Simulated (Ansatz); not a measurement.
Program: Ansatz. Geometries: PBE0-D4/def2-TZVP. ΔE: electronic, gas phase. CBS: MP2 limit from def2 TZ/QZ plus the TZ coupled-cluster correction, frozen cores. This one scheme is used for every species. Functionals use def2-TZVPP. B3LYP here is the variant with VWN-RPA as its local correlation; programs differ in this. Each species was taken in one conformer, which may not be the lowest.

Consider the hydrogenolysis of a C–Cl bond: `CC(O)(Cl)CF` + H₂ → `CC(O)CF` + HCl.

`CC(O)(Cl)CF`:

```xyz
12

C     0.837    0.881   -0.727
C     0.166    0.085    0.362
O    -0.513    0.945    1.192
Cl    1.468   -0.796    1.311
C    -0.761   -0.977   -0.200
F    -1.479   -1.552    0.827
H     1.520    1.601   -0.279
H     0.079    1.422   -1.297
H     1.399    0.228   -1.394
H    -1.040    0.416    1.803
H    -0.203   -1.756   -0.720
H    -1.474   -0.497   -0.878
```

H₂:

Z-matrix (Å, degrees):
```
H
H 1 0.746
```

`CC(O)CF`:

```xyz
12

C    -0.790   -0.042   -1.161
C     0.363    0.175   -0.209
O     1.312   -0.846   -0.435
C    -0.102    0.150    1.226
F     0.995    0.329    2.061
H    -1.264   -1.008   -0.972
H    -1.539    0.746   -1.056
H    -0.426   -0.039   -2.189
H     0.817    1.159   -0.400
H     1.998   -0.757    0.233
H    -0.815    0.954    1.431
H    -0.548   -0.819    1.470
```

HCl:

Z-matrix (Å, degrees):
```
Cl
H 1 1.279
```

```tsv
level	ΔE (kJ/mol)
B3LYP-D4	-57.9
ωB97X-V	-58.7
LC-ωPBE	-69.7
RPA@PBE/def2-TZVPP	-61.1
```

**Question.** What does CCSD(T)/CBS give? (An estimate is asked.)

**Answer.** Ansatz gave: -59.8 kJ/mol. The listed levels differ from it by 1.9, 1.1, -9.9, -1.3 kJ/mol.

**Question.** What do rigid-rotor, harmonic-oscillator terms from PBE0-D4/def2-TZVP frequencies (298.15 K, 1 bar) make of the CCSD(T)/CBS value? (Estimate.)

**Answer.** Ansatz gave: ΔZPE = +16.0 kJ/mol, ΔH = -46.1 kJ/mol, ΔS = 32 J/(mol·K), ΔG = -55.7 kJ/mol.

Largest T1 diagnostic among the species: 0.011.

From BLYP to BHLYP (50 % exact exchange), in def2-TZVPP and without D4, ΔE moves by −10.4 kJ/mol. The D4 term adds +11.2 kJ/mol with B3LYP and +5.8 kJ/mol with PBE0; it sums over pairs of atoms, weighted by their polarisabilities, and B3LYP, whose exchange is more repulsive, gets the larger term.

CCSD(T)/CBS has its own doubt, a few kJ/mol and more with outer-core shells, so smaller differences from it don't rank the levels.
